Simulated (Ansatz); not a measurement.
# C₄H₈F₂: small, medium and large basis sets

How large a basis does C₄H₈F₂ need? Two functionals are run in growing sets.

Computed with Ansatz 0.2.0, Gaussian basis. Level: one geometry, several basis sets.

The runs, in order: PBE0-D4/def2-SVP; ωB97M-V/def2-SVP; PBE0-D4/def2-QZVPP; ωB97M-V/def2-QZVPP; the functionals' def2-TZVPP values are taken from earlier runs.

### 1 Structure used throughout

An earlier PBE0-D4 in a triple-zeta def2 set relaxation fixed the geometry.

14 atoms, charge 0, spin multiplicity 1.

Atoms are counted from 1 here; the program's logs count them from 0.

Bond lengths: C1–C2 1.506 Å, C1–H7 1.093 Å, C1–H8 1.091 Å, C1–H9 1.092 Å, C2–F3 1.397 Å, C2–C4 1.513 Å, C2–H10 1.095 Å, C4–C5 1.507 Å, C4–H11 1.096 Å, C4–H12 1.094 Å, C5–F6 1.387 Å, C5–H13 1.093 Å, C5–H14 1.093 Å. Angles: C2–C1–H7 110.6°, C2–C1–H8 110.4°, C2–C1–H9 110.2°, H7–C1–H8 108.6°, H7–C1–H9 108.5°, H8–C1–H9 108.3°, C1–C2–F3 108.5°, C1–C2–C4 113.5°, C1–C2–H10 110.6°, F3–C2–C4 108.0°, F3–C2–H10 106.1°, C4–C2–H10 109.8°, C2–C4–C5 113.3°, C2–C4–H11 108.8°, C2–C4–H12 109.2°, C5–C4–H11 108.8°, C5–C4–H12 109.2°, H11–C4–H12 107.4° and more.

### 2 PBE0-D4 in def2-SVP

The input, in.yaml:

```yaml
crystal:
  periodic: [false, false, false]
  atoms:
    - {symbol: C, position_ang: [-0.150301, -0.782597, -1.772358]}
    - {symbol: C, position_ang: [-0.555512, -0.131057, -0.476071]}
    - {symbol: F, position_ang: [-1.494442, -0.949847, 0.156071]}
    - {symbol: C, position_ang: [0.598009, 0.080814, 0.479963]}
    - {symbol: C, position_ang: [0.196845, 0.787499, 1.749385]}
    - {symbol: F, position_ang: [-0.209216, 2.082198, 1.460136]}
    - {symbol: H, position_ang: [0.346874, -1.737182, -1.584125]}
    - {symbol: H, position_ang: [-1.025752, -0.963327, -2.397694]}
    - {symbol: H, position_ang: [0.537035, -0.135523, -2.321815]}
    - {symbol: H, position_ang: [-1.060794, 0.821909, -0.664716]}
    - {symbol: H, position_ang: [1.026942, -0.893782, 0.738136]}
    - {symbol: H, position_ang: [1.379393, 0.659131, -0.022554]}
    - {symbol: H, position_ang: [-0.638608, 0.279413, 2.237715]}
    - {symbol: H, position_ang: [1.036629, 0.853152, 2.446626]}
basis:
  gaussian: {orbitals: def2-SVP}
hamiltonian: {xc: pbe0, dispersion: d4}
output: {orbitals: {seedname: orbitals}}
```

Started as:

```console
ansatz run in.yaml --threads 4 --pin off --events-out ev --progress --plain --max-ram 11315MiB
```

After this run come: ωB97M-V in def2-SVP; PBE0-D4 in def2-QZVPP; ωB97M-V in def2-QZVPP.

**Question.** What will the summary of the whole plan be? Wanted: PBE0-D4: double and triple zeta above quadruple; ωB97M-V: double and triple zeta above quadruple.

The runs gave:

| quantity | value |
| --- | --- |
| PBE0-D4: double and triple zeta above quadruple | 11.88, 0.52 eV |
| ωB97M-V: double and triple zeta above quadruple | 12.30, 0.51 eV |

**Reading.** For PBE0-D4 the step from double to triple zeta gains 11.36 eV and the next only 0.52 eV. These are total energies; as a rule much of such shifts cancels in differences, which this series doesn't test. The LUMO of ωB97M-V is positive and keeps falling with the basis (3.52 to 1.94 eV): an unbound level that the basis holds in place.
